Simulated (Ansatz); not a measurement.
# Heat of formation of C3H6O (oxetane) from total energies

C3H6O: 10 atoms, total charge 0, spin state singlet. SMILES: `C1COC1`. The coordinates come from a PBE0-D4/def2-TZVP relaxation.

Total energies at BHLYP/6-31G* (spherical functions) (Ansatz 0.2.0); the atoms run unrestricted:

| species | state | energy (Eh) |
| --- | --- | --- |
| C3H6O | singlet | -192.986187 |
| C | triplet | -37.834540 |
| O | triplet | -75.042750 |
| H | doublet | -0.496834 |

Harmonic wavenumbers at PBE0-D4/def2-TZVP, in cm⁻¹: 44, 767, 815, 838, 959, 965, 1076, 1077, 1153, 1170, 1200, 1236, 1265, 1318, 1383, 1487, 1511, 1540, 3031, 3041, 3076, 3077, 3102, 3158.

Measured heats of formation of the gaseous atoms at 298.15 K, in kJ/mol: C 716.9, O 249.2, H 218.0. Spin-orbit lowering of the atoms at 298 K (mean of the ground term's levels less their thermal mean, from spectra), in kJ/mol: C 0.02, O 0.40. Take 1 Eh = 2625.50 kJ/mol, 1 cm⁻¹ = 0.0119627 kJ/mol, RT = 2.479 kJ/mol.

Work out the heat of formation of the gas at 298 K.


1. Electronic atomisation energy: 3 × (-37.834540) + (-75.042750) + 6 × (-0.496834) − (-192.986187) = 1.458813 Eh = 3830.1 kJ/mol.
2. Zero-point energy: half the sum of the wavenumbers, 19144.5 cm⁻¹ = 229.0 kJ/mol.
3. Thermal vibrational enthalpy, Σ hcν̃/(exp(hcν̃/kT) − 1): 3.5 kJ/mol. Translation, rotation and pV of a non-linear molecule: 4 RT = 9.9 kJ/mol.
4. The 10 free atoms carry 5/2 RT each: 62.0 kJ/mol.
5. Spin-orbit coupling lowers the free atoms by 3 × 0.02 + 0.40 = 0.5 kJ/mol.
6. Atomisation enthalpy at 298 K: 3830.1 − 0.5 − 229.0 − 3.5 − 9.9 + 62.0 = 3649.2 kJ/mol.
7. Sum of the atoms' heats of formation: 3707.9 kJ/mol. Heat of formation: 3707.9 − 3649.2 = +58.7 kJ/mol.

The tabulated value is -80.5 kJ/mol (CRC Handbook of Chemistry and Physics), so this level is off by +139.2 kJ/mol, or 3.7 % of the atomisation enthalpy. Hybrids with much exact exchange underbind. Anharmonicity and any spin-orbit splitting of the molecule are left out.
